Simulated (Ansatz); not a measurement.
# H₂S with CH₄O: superposition error and deformation, part 1 of 3

Aim: split the binding of a pair into the counterpoise interaction, the basis-set superposition error and the cost of deforming the fragments.

Computed with Ansatz 0.2.0, Gaussian basis. Level: PBE0-D4 structures, single points in def2-TZVPPD.

Levels: PBE-D4, revPBE-D4, BLYP-D4, r2SCAN-D4, B97M-V, PBE0-D4, B3LYP-D4, HSE06-D4, wB97X-V, wB97M-V, B2PLYP, Hartree-Fock, MP2, CCSD, CCSD(T).

Correlated methods freeze the cores. B3LYP uses VWN-RPA correlation. B2PLYP carries no dispersion term here.

129 further runs of the same task are left out: 129 set aside as unsound or not needed. Runs told in other sessions of the task aren't counted.

## 1. The system as given

The relaxed pair: 9 atoms, charge 0, spin multiplicity 1.

Atoms are counted from 1 here; the program's logs count them from 0.

Bond lengths: S1–H2 1.350 Å, S1–H3 1.341 Å, C4–O5 1.414 Å, C4–H6 1.090 Å, C4–H7 1.096 Å, C4–H8 1.096 Å, O5–H9 0.959 Å. Angles: H2–S1–H3 92.6°, O5–C4–H6 106.9°, O5–C4–H7 112.2°, O5–C4–H8 111.8°, H6–C4–H7 108.2°, H6–C4–H8 108.6°, H7–C4–H8 109.0°, C4–O5–H9 109.0°.

Coordinates:

```xyz
9
charge 0, multiplicity 1
S    -0.27020   -0.47450   -2.66123
H    -0.47454    0.10400   -1.45921
H     0.51443    0.52933   -3.07957
C     0.30849   -0.25719    1.26820
O    -0.43960    0.69820    0.54237
H     1.13432   -0.56620    0.62749
H    -0.28406   -1.14508    1.51517
H     0.72205    0.16471    2.19085
H    -1.21099    0.94682    1.05593
```

Atoms 1 to 3 are fragment A (H₂S), the rest fragment B (CH₄O). From earlier runs, pair energy (eV) and counterpoise interaction (meV):

| method | E(pair) | interaction |
| --- | --- | --- |
| PBE-D4 | -14010.36642 | -159 |
| revPBE-D4 | -14016.24013 | -133 |
| BLYP-D4 | -14017.89813 | -136 |
| r2SCAN-D4 | -14016.26494 | -144 |
| B97M-V | -14015.37390 | -137 |
| PBE0-D4 | -14011.47730 | -151 |
| B3LYP-D4 | -14019.77016 | -142 |
| HSE06-D4 | -14011.09650 | -151 |
| wB97X-V | -14016.11822 | -134 |
| wB97M-V | -14016.56934 | -130 |
| B2PLYP | -14012.92631 | -106 |
| Hartree-Fock | -13981.36485 | -32 |
| MP2 | -13998.40559 | -133 |
| CCSD(T) | -14000.19207 | -120 |

First each fragment is run alone in its own basis, frozen in the shape it has in the pair (a, b).

## 2. PBE-D4/def2-TZVPPD

File a/in.yaml:

```yaml
crystal:
  periodic: [false, false, false]
  atoms:
    - {symbol: S, position_ang: [-0.270205, -0.474501, -2.661228]}
    - {symbol: H, position_ang: [-0.474542, 0.104003, -1.459208]}
    - {symbol: H, position_ang: [0.514435, 0.529335, -3.079567]}
basis:
  gaussian: {orbitals: "def2-TZVPPD.json"}
hamiltonian: {xc: pbe, dispersion: d4}
```

File b/in.yaml:

```yaml
crystal:
  periodic: [false, false, false]
  atoms:
    - {symbol: C, position_ang: [0.308488, -0.257192, 1.268199]}
    - {symbol: O, position_ang: [-0.439598, 0.698195, 0.542370]}
    - {symbol: H, position_ang: [1.134320, -0.566200, 0.627490]}
    - {symbol: H, position_ang: [-0.284058, -1.145075, 1.515170]}
    - {symbol: H, position_ang: [0.722050, 0.164711, 2.190850]}
    - {symbol: H, position_ang: [-1.210991, 0.946823, 1.055927]}
basis:
  gaussian: {orbitals: "def2-TZVPPD.json"}
hamiltonian: {xc: pbe, dispersion: d4}
```

The basis file named in the input lies beside it (Basis Set Exchange, JSON).

One command serves all of them, each in its own folder.

Run with:

```sh
$ ansatz run in.yaml --threads 4 --pin off --events-out ev --progress --plain --max-ram 9574MiB
```

Log of a:

```text
Functional definition: PBE
  name "PBE"
  cite "Perdew, Burke & Ernzerhof, Phys. Rev. Lett. 77, 3865 (1996) doi:10.1103/PhysRevLett.77.3865"
  parent pbe
  parameter kappa = 0.804
  parameter beta = 0.06672455060314922
  exchange = pbe_x(kappa = kappa, mu = beta*pi^2/3)
  correlation = pbe_c(beta = beta)
436 factors; their error is unknown
mean field evaluation 1: about -10862.8002 eV, gradient 1.6e1 eV
mean field evaluation 2: about -10862.7223 eV, gradient 1.9e1 eV
mean field evaluation 4: about -10863.5915 eV, gradient 9.6e-1 eV
mean field evaluation 8: about -10863.5821 eV, gradient 6.1e-3 eV
mean field -10863.58205585 eV, -399.2292769519 hartree, gradient 1.8e-5 eV, S^2 0.000000; 0 other end points of the search recorded, 0 dependent functions left out
reference -10863.58210565 eV, -399.2292787821 hartree; 9, 9 occupied and 76, 76 virtual orbitals, 436 factors
Total energy: -10863.59714467 eV, -399.2298314559 hartree
```

Output in b, shortened:

```text
[... 4 set-up lines as earlier in the session ...]
[...]
594 factors; their error is unknown
[...]
mean field -3146.56572674 eV, -115.6341576387 hartree, gradient 3.4e-5 eV, S^2 0.000000; 0 other end points of the search recorded, 0 dependent functions left out
reference -3146.56576785 eV, -115.6341591495 hartree; 9, 9 occupied and 136, 136 virtual orbitals, 594 factors
Total energy: -3146.60728706 eV, -115.6356849523 hartree
```

Times: 0.25 s (a), 0.55 s (b) on 4 threads of Arm Neoverse V1, shared host.

## 3. r2SCAN-D4/def2-TZVPPD

The same edit goes into each in.yaml of step 2 (a, b):

```diff
-hamiltonian: {xc: pbe, dispersion: d4}
+hamiltonian: {xc: r2scan, dispersion: d4}
```

One command serves all of them, each in its own folder.

Run with:

```sh
$ ansatz run in.yaml --threads 4 --pin off --events-out ev --progress --plain --max-ram 9574MiB
```

Output in a, shortened:

```text
Functional definition: r2SCAN
  name "r2SCAN"
  cite "Furness, Kaplan, Ning, Perdew & Sun, J. Phys. Chem. Lett. 11, 8208 (2020) doi:10.1021/acs.jpclett.0c02405"
  cite "Furness, Kaplan, Ning, Perdew & Sun, J. Phys. Chem. Lett. 11, 9248 (2020) doi:10.1021/acs.jpclett.0c03077"
  parent r2scan
[...]
436 factors; their error is unknown
[...]
mean field -10867.54909578 eV, -399.3750629806 hartree, gradient 2.9e-5 eV, S^2 0.000000; 0 other end points of the search recorded, 0 dependent functions left out
reference -10867.54911257 eV, -399.3750635975 hartree; 9, 9 occupied and 76, 76 virtual orbitals, 436 factors
Total energy: -10867.55246161 eV, -399.3751866724 hartree
```

b printed, shortened:

```text
[... 5 set-up lines as earlier in the session ...]
[...]
594 factors; their error is unknown
[...]
mean field -3148.55631942 eV, -115.7073105705 hartree, gradient 5.4e-5 eV, S^2 0.000000; 0 other end points of the search recorded, 0 dependent functions left out
reference -3148.55633217 eV, -115.7073110389 hartree; 9, 9 occupied and 136, 136 virtual orbitals, 594 factors
Total energy: -3148.56616078 eV, -115.7076722339 hartree
```

Wall times: 0.7 s (a), 1.2 s (b) on 4 threads of Arm Neoverse V1, shared host.

## 4. PBE0-D4/def2-TZVPPD

Each input of step 3 (a, b) changes in the same lines:

```diff
-hamiltonian: {xc: r2scan, dispersion: d4}
+hamiltonian: {xc: pbe0, dispersion: d4}
+output: {orbitals: {seedname: orbitals}}
```

Each run has its own folder and the same command.

Run with:

```sh
$ ansatz run in.yaml --threads 4 --pin off --events-out ev --progress --plain --max-ram 9574MiB
```

Log of a, shortened:

```text
Functional definition: PBE0
  name "PBE0"
  cite "Adamo & Barone, J. Chem. Phys. 110, 6158 (1999) doi:10.1063/1.478522"
[... 2 set-up lines as earlier in the session ...]
[...]
474 factors; their error is unknown
[...]
mean field -10864.51232979 eV, -399.2634638890 hartree, gradient 3.7e-6 eV, S^2 0.000000; 0 other end points of the search recorded, 0 dependent functions left out
reference -10864.51236494 eV, -399.2634651806 hartree; 9, 9 occupied and 76, 76 virtual orbitals, 474 factors
Total energy: -10864.52454663 eV, -399.2639128495 hartree
```

b printed, shortened:

```text
[... 5 set-up lines as earlier in the session ...]
[...]
594 factors; their error is unknown
[...]
mean field -3146.76576851 eV, -115.6415090383 hartree, gradient 2.6e-5 eV, S^2 0.000000; 0 other end points of the search recorded, 0 dependent functions left out
reference -3146.76579857 eV, -115.6415101431 hartree; 9, 9 occupied and 136, 136 virtual orbitals, 594 factors
Total energy: -3146.79935620 eV, -115.6427433631 hartree
```

They took 0.3 s (a), 0.65 s (b) on 4 threads of Arm Neoverse V1, shared host.

## 5. B3LYP-D4/def2-TZVPPD

Each input of step 4 (a, b) changes in the same lines:

```diff
-hamiltonian: {xc: pbe0, dispersion: d4}
-output: {orbitals: {seedname: orbitals}}
+hamiltonian: {xc: {name: B3LYP}, dispersion: d4}
```

The same command starts each run, in its folder.

Run with:

```sh
$ ansatz run in.yaml --threads 4 --pin off --events-out ev --progress --plain --max-ram 9574MiB
```

a printed, shortened:

```text
Functional definition: B3LYP
  name "B3LYP"
  cite "Stephens, Devlin, Chabalowski & Frisch, J. Phys. Chem. 98, 11623 (1994) doi:10.1021/j100096a001"
  cite "Becke, Phys. Rev. A 38, 3098 (1988) doi:10.1103/PhysRevA.38.3098"
  cite "Lee, Yang & Parr, Phys. Rev. B 37, 785 (1988) doi:10.1103/PhysRevB.37.785"
  cite "Vosko, Wilk & Nusair, Can. J. Phys. 58, 1200 (1980) doi:10.1139/p80-159"
[...]
462 factors; their error is unknown
[...]
mean field -10868.98873678 eV, -399.4279688116 hartree, gradient 6.7e-6 eV, S^2 0.000000; 0 other end points of the search recorded, 0 dependent functions left out
reference -10868.98895176 eV, -399.4279767120 hartree; 9, 9 occupied and 76, 76 virtual orbitals, 462 factors
Total energy: -10869.01339056 eV, -399.4288748211 hartree
```

b printed, shortened:

```text
[... 6 set-up lines as earlier in the session ...]
[...]
594 factors; their error is unknown
[...]
mean field -3150.54576249 eV, -115.7804212548 hartree, gradient 2.8e-5 eV, S^2 0.000000; 0 other end points of the search recorded, 0 dependent functions left out
reference -3150.54598453 eV, -115.7804294148 hartree; 9, 9 occupied and 136, 136 virtual orbitals, 594 factors
Total energy: -3150.61232714 eV, -115.7828674605 hartree
```

They took 0.3 s (a), 0.75 s (b) on 4 threads of Arm Neoverse V1, shared host.

## 6. wB97X-V/def2-TZVPPD

Each input of step 5 (a, b) changes in the same lines:

```diff
-hamiltonian: {xc: {name: B3LYP}, dispersion: d4}
+hamiltonian: {xc: {name: wB97X-V}}
```

One command serves all of them, each in its own folder.

Run with:

```sh
$ ansatz run in.yaml --threads 4 --pin off --events-out ev --progress --plain --max-ram 9574MiB
```

Log of a, shortened:

```text
Functional definition: wB97X-V
  name "wB97X-V"
  cite "Mardirossian & Head-Gordon, Phys. Chem. Chem. Phys. 16, 9904 (2014) doi:10.1039/C3CP54374A"
  cite "Becke, J. Chem. Phys. 107, 8554 (1997) doi:10.1063/1.475007"
  cite "Vydrov & Van Voorhis, J. Chem. Phys. 133, 244103 (2010) doi:10.1063/1.3521275"
[...]
      + integral(e_c_pw_opposite_spin*poly(b97_u_opposite, cos0, cos1)) + vv10(b, c)
457 factors; their error is unknown
112 factors; integrals over basis functions are off by at most 4.1e-5 eV
[...]
mean field -10866.69127920 eV, -399.3435388028 hartree, gradient 2.2e-5 eV, S^2 0.000000; 0 other end points of the search recorded, 0 dependent functions left out
reference -10866.69127698 eV, -399.3435387213 hartree; 9, 9 occupied and 76, 76 virtual orbitals, 457 factors
Total energy: -10866.69127698 eV, -399.3435387213 hartree
```

Log of b, shortened:

```text
[... 5 set-up lines as earlier in the session ...]
[...]
      + integral(e_c_pw_opposite_spin*poly(b97_u_opposite, cos0, cos1)) + vv10(b, c)
594 factors; their error is unknown
203 factors; integrals over basis functions are off by at most 2.2e-5 eV
[...]
mean field -3149.29042096 eV, -115.7342883045 hartree, gradient 3.4e-5 eV, S^2 0.000000; 0 other end points of the search recorded, 0 dependent functions left out
reference -3149.29041906 eV, -115.7342882348 hartree; 9, 9 occupied and 136, 136 virtual orbitals, 594 factors
Total energy: -3149.29041906 eV, -115.7342882348 hartree
```

Times: 0.8 s (a), 1.9 s (b) on 4 threads of Arm Neoverse V1, shared host.

## 7. wB97M-V/def2-TZVPPD

The same edit goes into each in.yaml of step 6 (a, b):

```diff
-hamiltonian: {xc: {name: wB97X-V}}
+hamiltonian: {xc: {name: wB97M-V}}
```

The same command starts each run, in its folder.

Run with:

```sh
$ ansatz run in.yaml --threads 4 --pin off --events-out ev --progress --plain --max-ram 9574MiB
```

a printed, shortened:

```text
Functional definition: wB97M-V
  name "wB97M-V"
  cite "Mardirossian & Head-Gordon, J. Chem. Phys. 144, 214110 (2016) doi:10.1063/1.4952647"
[... 2 set-up lines as earlier in the session ...]
  # Of w^i u^j: cxij and so on, Table III.
[...]
  gx(w, u) = 1 - cx + cx01*u + cx10*w
[...]
      + integral(e_c_pw_mod_opposite_spin*gos(b97_w_opposite, b97_u_opposite)) + vv10(b, c)
436 factors; their error is unknown
112 factors; integrals over basis functions are off by at most 4.1e-5 eV
[...]
mean field -10867.54256751 eV, -399.3748230712 hartree, gradient 8.3e-6 eV, S^2 0.000000; 0 other end points of the search recorded, 0 dependent functions left out
reference -10867.54262665 eV, -399.3748252446 hartree; 9, 9 occupied and 76, 76 virtual orbitals, 436 factors
Total energy: -10867.54262665 eV, -399.3748252446 hartree
```

b printed, shortened:

```text
[... 5 set-up lines as earlier in the session ...]
  # Of w^i u^j: cxij and so on, Table III.
[...]
  gx(w, u) = 1 - cx + cx01*u + cx10*w
[...]
      + integral(e_c_pw_mod_opposite_spin*gos(b97_w_opposite, b97_u_opposite)) + vv10(b, c)
594 factors; their error is unknown
203 factors; integrals over basis functions are off by at most 2.2e-5 eV
[...]
mean field -3148.89370065 eV, -115.7197091019 hartree, gradient 8.1e-6 eV, S^2 0.000000; 0 other end points of the search recorded, 0 dependent functions left out
reference -3148.89374837 eV, -115.7197108556 hartree; 9, 9 occupied and 136, 136 virtual orbitals, 594 factors
Total energy: -3148.89374837 eV, -115.7197108556 hartree
```

Times: 0.91 s (a), 2.1 s (b) on 4 threads of Arm Neoverse V1, shared host.

## 8. B2PLYP/def2-TZVPPD

The same edit goes into each in.yaml of step 7 (a, b):

```diff
-hamiltonian: {xc: {name: wB97M-V}}
+hamiltonian: {xc: {name: B2PLYP}}
```

The same command starts each run, in its folder.

Run with:

```sh
$ ansatz run in.yaml --threads 4 --pin off --events-out ev --progress --plain --max-ram 9574MiB
```

a printed, shortened:

```text
Functional definition: B2PLYP
  name "B2PLYP"
  cite "Grimme, J. Chem. Phys. 124, 034108 (2006) doi:10.1063/1.2148954"
[... 2 set-up lines as earlier in the session ...]
[...]
471 factors; integrals over basis functions are off by at most 9.8e-4 eV
[...]
mean field -10863.12716021 eV, -399.2125598457 hartree, gradient 1.3e-6 eV, S^2 0.000000; 0 other end points of the search recorded, 0 dependent functions left out
5 core orbitals not correlated: weight in the atoms' cores, before any rotation towards them, 1.000 or more for the frozen orbitals, at most 0.000 for the correlated occupied ones
reference -10863.12729148 eV, -399.2125646698 hartree; 4, 4 occupied and 76, 76 virtual orbitals, 471 factors
second order -6.41212194 eV of doubles, -0.00000000 eV of singles
Total energy: -10864.85856441 eV, -399.2761877763 hartree
```

Output in b, shortened:

```text
[... 5 set-up lines as earlier in the session ...]
[...]
829 factors; integrals over basis functions are off by at most 8.3e-4 eV
[...]
mean field -3144.17576012 eV, -115.5463279855 hartree, gradient 3.6e-6 eV, S^2 0.000000; 0 other end points of the search recorded, 0 dependent functions left out
2 core orbitals not correlated: weight in the atoms' cores, before any rotation towards them, 1.000 or more for the frozen orbitals, at most 0.000 for the correlated occupied ones
reference -3144.17589491 eV, -115.5463329388 hartree; 7, 7 occupied and 136, 136 virtual orbitals, 829 factors
second order -13.99109092 eV of doubles, -0.00000000 eV of singles
Total energy: -3147.95348945 eV, -115.6851569779 hartree
```

They took 0.45 s (a), 1.1 s (b) on 4 threads of Arm Neoverse V1, shared host.

## 9. BLYP-D4/def2-TZVPPD

Each input of step 8 (a, b) changes in the same lines:

```diff
-hamiltonian: {xc: {name: B2PLYP}}
+hamiltonian: {xc: {name: BLYP}, dispersion: d4}
```

Each run has its own folder and the same command.

Run with:

```sh
$ ansatz run in.yaml --threads 4 --pin off --events-out ev --progress --plain --max-ram 9574MiB
```

a printed, shortened:

```text
Functional definition: BLYP
  name "BLYP"
[... 2 set-up lines as earlier in the session ...]
[...]
436 factors; their error is unknown
[...]
mean field -10868.25367601 eV, -399.4009558264 hartree, gradient 2.8e-5 eV, S^2 0.000000; 0 other end points of the search recorded, 0 dependent functions left out
reference -10868.25396501 eV, -399.4009664468 hartree; 9, 9 occupied and 76, 76 virtual orbitals, 436 factors
Total energy: -10868.28966079 eV, -399.4022782426 hartree
```

Output in b, shortened:

```text
[... 4 set-up lines as earlier in the session ...]
[...]
594 factors; their error is unknown
[...]
mean field -3149.36985511 eV, -115.7372074556 hartree, gradient 2.9e-5 eV, S^2 0.000000; 0 other end points of the search recorded, 0 dependent functions left out
reference -3149.37015426 eV, -115.7372184492 hartree; 9, 9 occupied and 136, 136 virtual orbitals, 594 factors
Total energy: -3149.46893316 eV, -115.7408485070 hartree
```

Times: 0.3 s (a), 0.65 s (b) on 4 threads of Arm Neoverse V1, shared host.

## 10. revPBE-D4/def2-TZVPPD

The same edit goes into each in.yaml of step 9 (a, b):

```diff
-hamiltonian: {xc: {name: BLYP}, dispersion: d4}
+hamiltonian: {xc: {name: revPBE}, dispersion: d4}
```

The same command starts each run, in its folder.

Run with:

```sh
$ ansatz run in.yaml --threads 4 --pin off --events-out ev --progress --plain --max-ram 9574MiB
```

a printed, shortened:

```text
Functional definition: revPBE
  name "revPBE"
  cite "Zhang & Yang, Phys. Rev. Lett. 80, 890 (1998) doi:10.1103/PhysRevLett.80.890"
[... 1 set-up line as earlier in the session ...]
[...]
436 factors; their error is unknown
[...]
mean field -10866.46211646 eV, -399.3351172272 hartree, gradient 2.3e-5 eV, S^2 0.000000; 0 other end points of the search recorded, 0 dependent functions left out
reference -10866.46217950 eV, -399.3351195441 hartree; 9, 9 occupied and 76, 76 virtual orbitals, 436 factors
Total energy: -10866.52245128 eV, -399.3373344911 hartree
```

Log of b, shortened:

```text
[... 4 set-up lines as earlier in the session ...]
[...]
594 factors; their error is unknown
[...]
mean field -3149.40173188 eV, -115.7383789053 hartree, gradient 4.1e-5 eV, S^2 0.000000; 0 other end points of the search recorded, 0 dependent functions left out
reference -3149.40178317 eV, -115.7383807903 hartree; 9, 9 occupied and 136, 136 virtual orbitals, 594 factors
Total energy: -3149.58184763 eV, -115.7449980373 hartree
```

Wall times: 0.25 s (a), 0.55 s (b) on 4 threads of Arm Neoverse V1, shared host.

## 11. B97M-V/def2-TZVPPD

Each input of step 10 (a, b) changes in the same lines:

```diff
-hamiltonian: {xc: {name: revPBE}, dispersion: d4}
+hamiltonian: {xc: {name: B97M-V}}
```

Each run has its own folder and the same command.

Run with:

```sh
$ ansatz run in.yaml --threads 4 --pin off --events-out ev --progress --plain --max-ram 9574MiB
```

Log of a, shortened:

```text
Functional definition: B97M-V
  name "B97M-V"
  cite "Mardirossian & Head-Gordon, J. Chem. Phys. 142, 074111 (2015) doi:10.1063/1.4907719"
[... 2 set-up lines as earlier in the session ...]
  # Of w^i u^j: cxij and so on, Table III.
[...]
  gx(w, u) = cx00 + cx01*u + cx02*u^2 + (cx10 + cx11*u)*w
[...]
  gos(w, u) = cos00 + cos01*u + cos03*u^3 + cos10*w + cos32*w^3*u^2
[...]
      + integral(e_c_pw_mod_opposite_spin*gos(b97_w_opposite, b97_u_opposite)) + vv10(b, c)
436 factors; their error is unknown
[...]
mean field -10865.58805646 eV, -399.3029961150 hartree, gradient 3.4e-5 eV, S^2 0.000000; 0 other end points of the search recorded, 0 dependent functions left out
reference -10865.58812774 eV, -399.3029987342 hartree; 9, 9 occupied and 76, 76 virtual orbitals, 436 factors
Total energy: -10865.58812774 eV, -399.3029987342 hartree
```

Log of b, shortened:

```text
[... 5 set-up lines as earlier in the session ...]
  # Of w^i u^j: cxij and so on, Table III.
[...]
  gx(w, u) = cx00 + cx01*u + cx02*u^2 + (cx10 + cx11*u)*w
[...]
  gos(w, u) = cos00 + cos01*u + cos03*u^3 + cos10*w + cos32*w^3*u^2
[...]
      + integral(e_c_pw_mod_opposite_spin*gos(b97_w_opposite, b97_u_opposite)) + vv10(b, c)
594 factors; their error is unknown
[...]
mean field -3149.64629744 eV, -115.7473665238 hartree, gradient 5.9e-5 eV, S^2 0.000000; 0 other end points of the search recorded, 0 dependent functions left out
reference -3149.64635394 eV, -115.7473686003 hartree; 9, 9 occupied and 136, 136 virtual orbitals, 594 factors
Total energy: -3149.64635394 eV, -115.7473686003 hartree
```

Wall times: 0.95 s (a), 2.4 s (b) on 4 threads of Arm Neoverse V1, shared host.

## 12. HSE06-D4/def2-TZVPPD

Each input of step 11 (a, b) changes in the same lines:

```diff
-hamiltonian: {xc: {name: B97M-V}}
+hamiltonian: {xc: hse06, dispersion: d4}
```

Each run has its own folder and the same command.

Run with:

```sh
$ ansatz run in.yaml --threads 4 --pin off --events-out ev --progress --plain --max-ram 9574MiB
```

Output in a, shortened:

```text
Functional definition: HSE06
  name "HSE06"
  cite "Heyd, Scuseria & Ernzerhof, J. Chem. Phys. 118, 8207 (2003) doi:10.1063/1.1564060"
  cite "Krukau, Vydrov, Izmaylov & Scuseria, J. Chem. Phys. 125, 224106 (2006) doi:10.1063/1.2404663"
  cite "Heyd & Scuseria, J. Chem. Phys. 120, 7274 (2004) doi:10.1063/1.1668634"
  cite "Ernzerhof & Perdew, J. Chem. Phys. 109, 3313 (1998) doi:10.1063/1.476928"
[...]
474 factors; their error is unknown
41 factors; integrals over basis functions are off by at most 8.7e-5 eV
[...]
mean field -10864.30121404 eV, -399.2557055280 hartree, gradient 4.6e-6 eV, S^2 0.000000; 0 other end points of the search recorded, 0 dependent functions left out
reference -10864.30126048 eV, -399.2557072347 hartree; 9, 9 occupied and 76, 76 virtual orbitals, 474 factors
Total energy: -10864.31238435 eV, -399.2561160293 hartree
```

Output in b, shortened:

```text
[... 6 set-up lines as earlier in the session ...]
[...]
594 factors; their error is unknown
68 factors; integrals over basis functions are off by at most 5.5e-6 eV
[...]
mean field -3146.60077195 eV, -115.6354455266 hartree, gradient 2.8e-5 eV, S^2 0.000000; 0 other end points of the search recorded, 0 dependent functions left out
reference -3146.60081173 eV, -115.6354469883 hartree; 9, 9 occupied and 136, 136 virtual orbitals, 594 factors
Total energy: -3146.63119948 eV, -115.6365637175 hartree
```

Wall times: 0.35 s (a), 0.75 s (b) on 4 threads of Arm Neoverse V1, shared host.

(Continued in part 2 of 3.)
